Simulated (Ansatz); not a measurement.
in.yaml

```yaml
crystal:
  periodic: [false, false, false]
  atoms:
    - {symbol: P, position_ang: [0.000000, 0.038132, 1.314702]}
    - {symbol: Na, position_ang: [0.000000, -0.012387, -1.950530]}
    - {symbol: H, position_ang: [0.000000, 0.310979, 2.548481]}
    - {symbol: H, position_ang: [0.000000, -1.200239, 1.540028]}
basis:
  gaussian: {orbitals: 6-31G, fitting: {mean_field: def2-universal-jkfit}}
magnetization: {spin_polarized: false, initial_magnetization: 2}
correlation: {method: fic_nevpt4_sd, electrons: valence, active_space: {window: {electrons: 4, orbitals: 8}, states: [{multiplicity: 3, weights: [0.5, 1, 1, 1]}], root: 0}}
```

```sh
$ ansatz run in.yaml --threads 1 --pin off --events-out ev --progress --plain --max-ram 2393MiB
```

The program prints:

```
276 factors; integrals over basis functions are off by at most 5.2e-2 eV
mean field evaluation 1: about -13703.6801 eV, gradient 8.5e0 eV
mean field evaluation 2: about -13704.1170 eV, gradient 1.6e0 eV
mean field evaluation 4: about -13704.1439 eV, gradient 8.8e-2 eV
mean field -13704.14406899 eV, -503.6180055328 hartree, gradient 7.4e-7 eV, S^2 2.000000; 0 other end points of the search recorded, 0 dependent functions left out
reference -13704.14406899 eV, -503.6180055328 hartree; 15, 13 occupied and 15, 17 virtual orbitals, 276 factors
state -13704.61175948 eV, -503.6351928413 hartree
state -13702.92262248 eV, -503.5731182015 hartree
state -13702.83941702 eV, -503.5700604575 hartree
state -13702.28437013 eV, -503.5496628602 hartree
state -13704.61175948 eV, -503.6351928413 hartree; corrected -13705.83941903 eV, -503.6803084978 hartree
state -13702.92262248 eV, -503.5731182015 hartree; corrected -13704.13900722 eV, -503.6178195163 hartree
state -13702.83941702 eV, -503.5700604575 hartree; corrected -13704.05588797 eV, -503.6147649402 hartree
state -13702.28437013 eV, -503.5496628602 hartree; corrected -13703.56267456 eV, -503.5966396815 hartree
Total energy: -13705.83941903 eV, -503.6803084978 hartree
```

Natural occupations, averaged over the states: 1.9788 0.9999 0.2858 0.2858 0.2857 0.1429 0.0183 0.0027.

Ran on 1 thread of AMD EPYC 9B45, shared host: 1.7 s wall, 0.22 GiB peak host memory.
